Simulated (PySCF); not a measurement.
cyclopropyl methyl ether, C4H8O, SMILES COC1CC1, point group C1.

Level: B3LYP/pcSseg-1 in PySCF (density fitting, grid level 2); geometry and Hessian at that level, cubic constants and property derivatives from steps of ±0.6 along each species' dimensionless normal coordinates, second-order vibrational perturbation theory. The parent has the commonest isotopes.

Equilibrium geometry (Å):

```csv
atom,x,y,z
C1,1.8453,0.3883,-0.6076
O2,0.8582,-0.6198,-0.4748
C3,-0.4395,-0.1091,-0.4021
C4,-0.9726,0.3492,0.9315
C5,-1.4393,-0.9535,0.3102
H6,1.8370,1.0805,0.2481
H7,2.8133,-0.1174,-0.6516
H8,1.7047,0.9711,-1.5316
H9,-0.7579,0.4350,-1.2962
H10,-1.6581,1.1932,0.9642
H11,-0.2985,0.2754,1.7813
H12,-2.4480,-1.0168,-0.0899
H13,-1.0620,-1.8741,0.7476
```

Task: Give the equilibrium and ground-state rotational constants (MHz) of parent; ¹³C at 5.

Result: 
```tsv
species	Ae	Be	Ce	A0	B0	C0	Δ0 (u Å²)	harmonic ZPE (cm⁻¹)
parent	13057	3479.5	3113.1	12955	3441.5	3080.3	-21.789	24857
¹³C at 5	12958	3419	3059.5	12855	3382.1	3027.5	-21.813	24815
```

Δ0 = Ic − Ia − Ib from the ground-state constants.

Task: How is the parent's vibrational correction B0 − Be made up?

Result: 
```
axis  harmonic  Coriolis  cubic  total (MHz)
   a      23.7     -46.4  -79.5         -102
   b      4.11      -3.1    -39          -38
   c      2.27     -2.14  -32.9        -32.8
```

Task: And its quartic centrifugal distortion constants from the harmonic force field?

Result: Asymmetric top, A reduction, Ir representation: ΔJ = 1.16 kHz, ΔJK = -3.81 kHz, ΔK = 26.1 kHz, δJ = 0.202 kHz, δK = 2.6 kHz.

A mode lies under 250 cm⁻¹, where this perturbation treatment is rough. Internal rotors are held in one well.
